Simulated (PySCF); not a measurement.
Published values to compare with (the computed states carry no symmetry labels, so the two lists aren't matched line by line):

```csv
state,E (eV),f,kind of transition,source
3B2(π→π*),2.29,,vertical absorption,[1]
3A2(n→π*),2.65,,vertical absorption,[1]
1A2(n→π*),2.94,,vertical absorption,[1]
1B2(π→π*),3.58,0.004,vertical absorption,[1]
3A1(π→π*),4.19,,vertical absorption,[1]
```

[1] computed, theoretical best estimate (aug-cc-pVTZ, frozen core, CC3 geometry), gas; Veril, Scemama, Caffarel, Lipparini, Boggio-Pasqua, Jacquemin, Loos, WIREs Comput. Mol. Sci. 2021, 11, e1517 (QUESTDB)

Species: cyclopentadienone, C₅H₄O.
Bonds: O1–C2 (double), C2–C3, C3–C4 (double), C4–C5, C5–C6 (double), C2–C6. Hydrogens: H7 on C3; H8 on C4; H9 on C5; H10 on C6.

Method used: PySCF 2.14.0, density-fitted response routines, TDDFT CAM-B3LYP/def2-SVPD, vertical, gas phase, core orbitals frozen in the response. Geometry: PBE0-D3(BJ)/def2-SVP; no solvent, vibrations or thermal averaging.

Computed singlets: 2.98 eV (f 0.000); 3.15 eV (f 0.007); 6.32 eV (f 0.181); 6.68 eV (f 0.002); 7.08 eV (f 0.000); 7.34 eV (f 0.000); 7.51 eV (f 0.003); 7.64 eV (f 0.000); 7.74 eV (f 0.048); 7.79 eV (f 0.000). Computed triplets (Tamm–Dancoff): 1.95, 2.46, 3.97, 5.67 eV.

Task: How does the lowest computed singlet compare with the best estimate listed for the lowest singlet (vertical absorption)?

Result: 2.98 eV against 2.94 eV for 1A2(n→π*) [1]: a difference of +0.04 eV. Geometry and basis of the two calculations needn't be the same.

Task: How does the lowest computed triplet compare with the best estimate listed for the lowest triplet (vertical absorption)?

Result: 1.95 eV against 2.29 eV for 3B2(π→π*) [1]: a difference of -0.34 eV. Geometry and basis of the two calculations needn't be the same.

The vertical ionisation energy (ΔSCF) is 9.42 eV, 1.64 eV above S10.
